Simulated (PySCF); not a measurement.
Geometries of 3 isomers of C3H3NOS, from PBE0-D3(BJ)/def2-SVP geometry optimisation, gas phase in PySCF. One conformer each, no zero-point energy, no frequencies.

**Question.** Which isomer lies lowest at this level?
A.
```xyz
9
angstrom
S      2.313    0.386   -0.275
C      0.618    0.060   -0.041
C     -0.495    0.541   -0.673
C     -1.546   -0.133    0.003
N     -1.105   -0.930    0.938
O      0.261   -0.808    0.909
H      2.708   -0.442    0.716
H     -0.553    1.258   -1.487
H     -2.620   -0.058   -0.167
```
B.
```xyz
9
angstrom
S      2.066    0.562   -0.199
C      0.365    0.148   -0.108
C     -0.265   -1.032    0.387
N     -1.565   -0.965    0.286
O     -1.838    0.240   -0.268
C     -0.702    0.905   -0.503
H      2.511   -0.601    0.318
H      0.199   -1.923    0.810
H     -0.797    1.892   -0.949
```
C.
```xyz
9
angstrom
O      1.633    0.679    0.118
C      0.405    0.137    0.028
C     -0.760    0.965   -0.026
N     -1.909    0.344   -0.114
S     -1.663   -1.291   -0.138
C      0.045   -1.189   -0.028
H      2.294   -0.019    0.152
H     -0.727    2.058    0.004
H      0.691   -2.067   -0.010
```

**Answer.** C. That is `Oc1cnsc1`, 22.1 kcal/mol below the next.

```csv
SMILES,atoms numbered as above,E (Eh),relative (kcal/mol),relative (kJ/mol),dipole (D)
Oc1cnsc1,[OH:1][c:2]1[cH:3][n:4][s:5][cH:6]1,-643.54853,0.0,0.0,3.44
Sc1ccno1,[SH:1][c:2]1[cH:3][cH:4][n:5][o:6]1,-643.51336,22.1,92.3,1.96
Sc1cnoc1,[SH:1][c:2]1[cH:3][n:4][o:5][cH:6]1,-643.50895,24.8,103.9,2.30
```

As drawn, the lowest has an O–H bond, which the highest lacks; the highest has an N–O linkage and an S–H bond, which the lowest lacks.
